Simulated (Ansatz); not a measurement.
Mulliken charges of CH₂O₂S (`OC(O)=S`) from ωB97M-V/def2-TZVPP in Ansatz (PBE0-D4/def2-TZVP geometry).

```json
{"atom": "O1", "x (Å)": "0.782", "y (Å)": "0.477", "z (Å)": "-0.501", "charge (e)": "-0.248"}
{"atom": "C2", "x (Å)": "-0.308", "y (Å)": "-0.124", "z (Å)": "-0.016", "charge (e)": "0.295"}
{"atom": "O3", "x (Å)": "-0.099", "y (Å)": "-0.549", "z (Å)": "1.215", "charge (e)": "-0.203"}
{"atom": "S4", "x (Å)": "-1.705", "y (Å)": "-0.310", "z (Å)": "-0.828", "charge (e)": "-0.263"}
{"atom": "H5", "x (Å)": "0.568", "y (Å)": "0.765", "z (Å)": "-1.398", "charge (e)": "0.217"}
{"atom": "H6", "x (Å)": "0.804", "y (Å)": "-0.323", "z (Å)": "1.481", "charge (e)": "0.202"}
```

**Question.** By hand: the dipole of these point charges (1 e Å = 4.8032 D).

**Answer.** Σ q r = (0.469, 0.139, 0.086) e Å, of length 0.497 e Å = 2.39 D.

**Question.** How does the dipole of the full density compare? (Best estimate.)

**Answer.** Ansatz gave: (0.649, 0.216, 0.061) e Å, 3.30 D; the point charges give 0.72 times that, at 5° from its direction.

Point charges leave out the atoms' own dipoles, such as those of lone pairs, and Mulliken's split depends on the basis, so the two needn't agree.
